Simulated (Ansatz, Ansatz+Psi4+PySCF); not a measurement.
| atom | x (Å) | y (Å) | z (Å) |
| --- | --- | --- | --- |
| O | 0.0000 | 0.7341 | -0.0527 |
| O | 0.0000 | -0.7341 | -0.0527 |
| H | 0.8396 | 0.8808 | 0.4220 |
| H | -0.8396 | -0.8808 | 0.4220 |

Basis set: cc-pVTZ (spherical functions). Left uncorrelated: 2 orbitals. Charge 0, multiplicity 1.

Computed with Ansatz (development build ahead of 0.2.0); free ground-state atoms in the same class of orbitals, no zero-point energy, no relativity.

The atomization energy of singlet H₂O₂ from measured heats of formation, zero-point and thermal terms removed is 11.651 eV (G2/97 set, Curtiss et al., J. Chem. Phys. 106, 1063 (1997), as shipped with ASE); it holds spin-orbit and other relativistic effects.

(1) How far do RHF-CCSD(T), RHF-MP2 miss it in this basis?

Results:

(1)

```
     method  atomization energy (eV)  computed − measured (eV)
RHF-CCSD(T)                   11.182                    -0.469
    RHF-MP2                   11.498                    -0.153
```
